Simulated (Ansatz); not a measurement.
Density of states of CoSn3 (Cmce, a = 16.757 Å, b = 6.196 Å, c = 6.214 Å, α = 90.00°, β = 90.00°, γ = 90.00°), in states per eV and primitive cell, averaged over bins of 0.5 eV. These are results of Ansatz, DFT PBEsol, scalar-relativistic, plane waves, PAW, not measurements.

Settings: cutoff 420 eV, Γ-centred mesh 6×6×6 on the computed 16-atom cell, Gaussian smearing of 0.10 eV; no spin polarisation.

The cell is relaxed at this level. The states (both spins) are summed by tetrahedra on a 9×9×9 mesh at the self-consistent density. Energies are bin centres; the table starts no lower than −8 eV and ends at 6 eV, or lower where the solved bands end.

It is a metal at this level.

```csv
E − E_F (eV),total,Co 3d,Sn 5p,Sn 5s,Co 4s
-7.80,4.60,0.11,1.54,2.78,0.12
-7.30,5.01,0.18,1.51,3.16,0.10
-6.80,4.96,0.26,1.42,3.11,0.11
-6.30,4.01,0.25,1.09,2.52,0.09
-5.80,4.67,0.32,1.46,2.73,0.10
-5.30,4.14,0.38,1.29,2.24,0.17
-4.80,2.61,0.24,1.58,0.57,0.17
-4.30,5.29,0.63,3.62,0.71,0.25
-3.80,6.22,0.92,4.08,0.83,0.28
-3.30,7.43,1.51,4.61,0.92,0.25
-2.80,10.98,3.82,5.68,1.04,0.24
-2.30,12.85,6.16,5.42,0.82,0.22
-1.80,18.06,11.51,5.40,0.67,0.12
-1.30,21.57,15.82,4.66,0.57,0.14
-0.80,22.70,16.42,4.98,0.72,0.17
-0.30,11.26,6.13,3.93,0.76,0.13
0.20,6.06,2.61,2.40,0.78,0.07
0.70,7.12,2.58,3.00,1.21,0.10
1.20,7.25,1.95,3.51,1.35,0.14
1.70,7.75,1.62,4.15,1.42,0.18
2.20,8.39,1.27,5.06,1.22,0.29
2.70,8.25,0.94,5.20,1.04,0.38
3.20,8.49,0.76,5.55,0.79,0.50
3.70,9.09,0.64,6.12,0.73,0.55
4.20,7.94,0.44,5.48,0.56,0.44
4.70,8.29,0.39,5.64,0.48,0.55
5.20,8.81,0.32,5.83,0.36,0.69
5.70,9.54,0.26,6.08,0.30,0.84
```

The columns after the total are the main Löwdin projections on the occupied valence shells of the potentials; 1 other is left out. The rest of the total lies in those, in shells that are empty in the free atom, which aren't projected, and between the atoms.

A ferromagnetic start lost its moments in a first run, so spin was left out; other magnetic orders weren't tried.

Whether CoSn3 exists in this form wasn't checked.

Cost: 1 run of about 7.8 core-minutes, on Intel Xeon 6975P-C (Granite Rapids) (shared hosts).